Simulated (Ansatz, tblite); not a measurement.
# GaCl2F: a ladder of methods and basis sets

Aim: run the singlet of GaCl2F at one geometry on many levels, and compare frontier levels, spin and run time.

Computed with Ansatz 0.2.0, Gaussian basis. Level: as each input shows.

Plan: GFN1-xTB, GFN2-xTB, PBE-D4/def2-TZVP, r2SCAN-D4/def2-TZVP, BLYP-D4/def2-TZVP, HSE06-D4/def2-TZVP, B2PLYP/def2-TZVP, BHLYP-D4/def2-TZVP, revPBE-D4/def2-TZVP, PBE-QIDH/def2-TZVP, ωB97X-V/def2-TZVP, LC-ωPBE(0.10)/def2-TZVP, LC-ωPBE(0.15)/def2-TZVP, LC-ωPBE(0.20)/def2-TZVP, LC-ωPBE(0.30)/def2-TZVP, PBE-D4/def2-SVP, PBE0-D4/def2-SVP, PBE0-D4/def2-TZVPD, PBE-D4/def2-TZVPD, r2SCAN-D4/def2-TZVPD, CCSD(T)/def2-TZVPP, MP2/def2-TZVP, RPA/def2-TZVP.

## Step 1: The geometry

The geometry is that of the singlet, from an earlier relaxation (r2SCAN-D4/def2-SVP).

4 atoms, charge 0, spin multiplicity 1.

Bond lengths: Ga1–Cl2 2.114 Å, Ga1–Cl3 2.114 Å, Ga1–F4 1.736 Å. Angles: Cl2–Ga1–Cl3 123.1°, Cl2–Ga1–F4 118.5°, Cl3–Ga1–F4 118.5°.

PBE0-D4/def2-TZVP was run before; its log isn't repeated, and its numbers join the tables.

## Step 2: GFN1-xTB

Tight binding, by tblite at 300 K electronic temperature and without a spin-polarisation term:

```python
tblite.interface.Calculator('GFN1-xTB', numbers, positions, charge=0, uhf=0).singlepoint()
```

Energy -411.8253 eV, HOMO -13.00 eV, LUMO -7.33 eV; 0.006 s.

## Step 3: GFN2-xTB

Tight binding, by tblite at 300 K electronic temperature and without a spin-polarisation term:

```python
tblite.interface.Calculator('GFN2-xTB', numbers, positions, charge=0, uhf=0).singlepoint()
```

Energy -413.9796 eV, HOMO -12.86 eV, LUMO -9.12 eV; 0.005 s.

## Step 4: PBE-D4/def2-TZVP

start.molden holds the orbitals of an earlier run on this state, given as this run's starting guess.

in.yaml reads:

```yaml
crystal:
  periodic: [false, false, false]
  atoms:
    - {symbol: Ga, position_ang: [-0.035702, -0.059937, -0.000356]}
    - {symbol: Cl, position_ang: [2.076529, -0.145464, 0.014521]}
    - {symbol: Cl, position_ang: [-1.116604, 1.756794, -0.015470]}
    - {symbol: F, position_ang: [-0.924224, -1.551393, 0.001315]}
basis:
  gaussian: {orbitals: def2-TZVP, initial_orbitals: start.molden}
hamiltonian: {xc: pbe, dispersion: d4}
scf: {omitted_lower_state_checks: [starts]}
output: {forces: true, orbitals: {seedname: orbitals}}
```

Started as:

```
ansatz run in.yaml --threads 4 --pin off --events-out ev --progress --plain --max-ram 3916MiB
```

After this run come: r2SCAN-D4/def2-TZVP; BLYP-D4/def2-TZVP; HSE06-D4/def2-TZVP; B2PLYP/def2-TZVP; BHLYP-D4/def2-TZVP; revPBE-D4/def2-TZVP; PBE-QIDH/def2-TZVP; ωB97X-V/def2-TZVP; LC-ωPBE(0.10)/def2-TZVP; LC-ωPBE(0.15)/def2-TZVP; LC-ωPBE(0.20)/def2-TZVP; LC-ωPBE(0.30)/def2-TZVP; PBE-D4/def2-SVP; PBE0-D4/def2-SVP; PBE0-D4/def2-TZVPD; PBE-D4/def2-TZVPD; r2SCAN-D4/def2-TZVPD; CCSD(T)/def2-TZVPP; MP2/def2-TZVP; RPA/def2-TZVP.

Before running them: what should the planned runs give, taken together? Wanted: gap in def2-TZVP, named functionals, smallest and largest; gap over the ω; correlation energy, CCSD(T)/def2-TZVPP; correlation energy, MP2/def2-TZVP; binding an atom, CCSD(T)/def2-TZVPP; PBE0 total energy, smallest basis above largest.

The runs gave:

| quantity | value |
| --- | --- |
| gap in def2-TZVP, named functionals, smallest and largest | 5.05 eV (BLYP-D4), 12.23 eV (ωB97X-V) |
| gap over the ω (1/bohr) | 8.04 eV at 0.1, 11.76 eV at 0.3 |
| correlation energy, CCSD(T)/def2-TZVPP | -24.28 eV |
| correlation energy, MP2/def2-TZVP | -22.58 eV |
| binding an atom, CCSD(T)/def2-TZVPP | 3.069 eV |
| PBE0 total energy, smallest basis above largest | 18.84 eV (def2-SVP, def2-TZVPD) |

Over the named functionals in def2-TZVP the gap runs from 5.05 eV (BLYP-D4) to 12.23 eV (ωB97X-V); exact exchange widens it. Raising the ω (1/bohr) from 0.1 to 0.3 moves the HOMO by -2.15 eV and the LUMO by +1.57 eV. The functionals in def2-TZVP miss CCSD(T)/def2-TZVPP by -0.149 (BHLYP-D4) to +0.103 eV (PBE-D4) an atom. The reference is CCSD(T) in one finite basis, so it carries an error of its own, often a tenth of an eV or more, and near misses can't be ranked.
